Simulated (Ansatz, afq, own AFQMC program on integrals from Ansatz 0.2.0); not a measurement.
**F⁺, triplet in cc-pVQZ, levels against full CI**

A free F cation.

Basis cc-pVQZ. Noble-gas cores (and the filled d shells of Ga–Kr and In–Xe) are frozen. AFQMC by an in-house program on the Cholesky factors that Ansatz 0.2.0 writes for its CCSD(T) run. ph-AFQMC/CISD is guided by a CISD state made of CCSD amplitudes; releasing the constraint for a short imaginary time cuts its bias at the price of noise, slowly where states lie close. ± is one standard error of the sampling.

Determinant: UHF, the one that the program's search chose, which needn't be the lowest solution.

Full CI is exact in this basis; its frozen core comes from its own orbitals, which moves totals by up to a few meV.

Cautions: full CI with its own frozen core.

* T1 diagnostic: 0.0040
* weight of the determinant in the CISD state: 0.974
* ⟨S²⟩ of the determinant: 2.005
* size of the correlated space: 6 electrons in 54 orbitals

| level | correlation energy (eV) |
| --- | --- |
| MP2 | -4.3268 |
| CCSD | -4.7172 |
| CCSD(T) | -4.7857 |

(1) Estimate where full CI lies against CCSD(T) in the same basis.

(1) 0.1 kJ/mol below CCSD(T).

Reference: full CI, correlation energy -4.787 eV. The released energy is read at 1.00 1/Eh, later times being too noisy (meV from the phaseless value at times in 1/Eh: -0.5 ± 0.8 at 0.24, -1.5 ± 0.7 at 0.50, -1.5 ± 0.9 at 1.00, 3 ± 5 at 1.50).

```tsv
level	E − E(reference) (kJ/mol)	share of correlation (%)
CCSD(T)	0.1	99.98
CCSDT	-0.4	100.09
CCSDT(Q)	-0.5	100.11
ph-AFQMC/HF	7.9 ± 0.9	98.30
ph-AFQMC/CISD	-0.3 ± 0.06	100.07
released AFQMC	-0.4 ± 0.08	100.10
```

CCSDT and higher add their correlation energy to the determinant of the CCSD(T) run, since their own runs factorise the integrals more tightly (a shift of under 2 meV). A walk keeps the symmetry of its determinant, which the program's search chose and which needn't be the lowest solution, so a lower state of the same spin and another symmetry isn't excluded. Released energies are given only where the last usable release times agree within the noise; a slower fall can still hide under it.
